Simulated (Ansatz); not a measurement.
# CaB6-type LaB₆: properties by level of theory

Reference values: lattice constant a 4.157 Å (measured, 296 K, no zero-point or thermal correction; as tabulated in Tsubota and Kitagawa (2017), doi:10.1038/s41598-017-15766-y); bulk modulus 164 ± 2 GPa (measured, room temperature, not corrected to a static lattice, isothermal; as tabulated in LaB6 under pressure, Phys. Rev. B 80, 172104 (doi 10.1103/PhysRevB.80.172104)).

| level (code) | equilibrium lattice constant a (Å) | bulk modulus (GPa) |
|---|---|---|
| PBE-D4 (Ansatz) | 4.120 | ___ |
| PBEsol-D3(BJ) (Ansatz) | 4.101 | ___ |
| r²SCAN-D4 (Ansatz) | 4.140 | 183 |

### Question
What belongs in the gaps?

### Answer

- PBE-D4 (Ansatz, a first-principles code), bulk modulus (GPa): 181
- PBEsol-D3(BJ) (Ansatz), bulk modulus (GPa): 187

Differences from the reference values (errors of the level alone only where the reference is corrected to a static lattice):

| level | lattice constant a (%) | bulk modulus (%) |
|---|---|---|
| PBE-D4 | -0.89 | +10.4 |
| PBEsol-D3(BJ) | -1.35 | +14.0 |
| r²SCAN-D4 | -0.41 | +11.6 |

Nearest: lattice constant a, not ranked (reference at room or unstated temperature); bulk modulus, not ranked (reference at room or unstated temperature).

Ansatz's density-functional and Hartree–Fock values are scalar-relativistic unless marked +SOC, with PAW data made under PBE.

Differences are worked out from the printed values.

The computed numbers hold no vibrational or temperature effects.
